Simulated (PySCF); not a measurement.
**Gas-phase thermal properties of AlCl**

Method: PySCF energies (xtb for GFN2) plus ideal-gas RRHO corrections (1 bar). The comparison is the NASA 1993 polynomial table, which mixes measured and estimated data. 6-31G* has spherical d functions here. All species are closed-shell singlets. B3LYP is the form with VWN-RPA correlation. The harmonic model lacks anharmonicity and excited electronic states, which grow with temperature; levels with a mode under 35 cm⁻¹ are left out. The table's entry may be an old estimate for AlCl (not checked at source).

| level | point group | σ | ZPE (kJ/mol) | S°298 (J/mol/K) | Cp298 (J/mol/K) | S°1000 (J/mol/K) | H1000 − H298 (kJ/mol) |
|---|---|---|---|---|---|---|---|
| table | - | - | - | 228.0 | 34.7 | 272.1 | 25.8 |
| B3LYP/6-31G* | C∞v | 1 | 2.7 | 228.4 | 34.7 | 272.3 | 25.6 |
| GFN2-xTB | C∞v | 1 | 3.3 | 226.3 | 33.8 | 269.7 | 25.4 |
| HF/6-31G* | C∞v | 1 | 2.8 | 228.1 | 34.6 | 272.0 | 25.6 |
| PBE/def2-SVP | C∞v | 1 | 2.8 | 228.1 | 34.6 | 272.0 | 25.6 |
| PBE0/def2-TZVP | C∞v | 1 | 2.8 | 228.0 | 34.6 | 271.9 | 25.6 |
σ: rotational symmetry number. Electronic degeneracy used: 1. Frequencies are unscaled.
